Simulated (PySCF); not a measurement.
**First-order multiplets**

Molfile (atoms numbered from 1):
```
C4H6O
     RDKit          3D

 11 10  0  0  0  0  0  0  0  0999 V2000
    2.4132    1.1304    0.3737 C   0  0  0  0  0  0  0  0  0  0  0  0
    1.1981    0.7227    0.1911 C   0  0  0  0  0  0  0  0  0  0  0  0
   -0.0339    0.3454    0.0062 C   0  0  0  0  0  0  0  0  0  0  0  0
   -0.4075   -0.9686   -0.1424 O   0  0  0  0  0  0  0  0  0  0  0  0
   -1.7864   -1.1771   -0.2987 C   0  0  0  0  0  0  0  0  0  0  0  0
    2.8343    1.2460    1.3614 H   0  0  0  0  0  0  0  0  0  0  0  0
    3.0628    1.3787   -0.4525 H   0  0  0  0  0  0  0  0  0  0  0  0
   -0.8328    1.0805   -0.0405 H   0  0  0  0  0  0  0  0  0  0  0  0
   -1.9207   -2.2514   -0.4139 H   0  0  0  0  0  0  0  0  0  0  0  0
   -2.3484   -0.8361    0.5789 H   0  0  0  0  0  0  0  0  0  0  0  0
   -2.1732   -0.6679   -1.1894 H   0  0  0  0  0  0  0  0  0  0  0  0
  1  2  2  0
  2  3  2  0
  3  4  1  0
  4  5  1  0
  1  6  1  0
  1  7  1  0
  3  8  1  0
  5  9  1  0
  5 10  1  0
  5 11  1  0
M  END
```

[PySCF 2.14.0 with density-fitted response routines: shielding tensors at PBE0/pcSseg-1 (GIAO); geometry: GFN2-xTB; J couplings at B3LYP/pcJ-1 (without the spin–dipole term); equivalent nuclei averaged; one conformer; isolated molecule; non-relativistic]

References, each an isolated molecule treated in the same way: $^{1}$H (σref 31.72) vs TMS.

Spectrometer: 500 MHz for $^{1}$H. First-order analysis; couplings under 1 Hz (under 4 Hz in carbon signals) are ignored, and nearly equal couplings are merged; the smaller ones broaden or split the lines further.

**Question.** What pattern does H8 show ($^{1}$H)?

**Answer.** A triplet at δ 6.53: 7.8 Hz to H6/H7 (2 × $^{1}$H, 4 bonds away). Lines in Hz from the centre (relative intensity): +7.8 (1), +0.0 (2), -7.8 (1). The outer lines are 15.6 Hz apart, the sum of the couplings kept, or 0.031 ppm at this field.

**Question.** What pattern does H6/H7 show ($^{1}$H)?

**Answer.** A doublet at δ 5.66: 7.8 Hz to H8 (1 × $^{1}$H, 4 bonds away). Lines in Hz from the centre (relative intensity): +3.9 (1), -3.9 (1). The outer lines are 7.8 Hz apart, the sum of the couplings kept, or 0.016 ppm at this field.
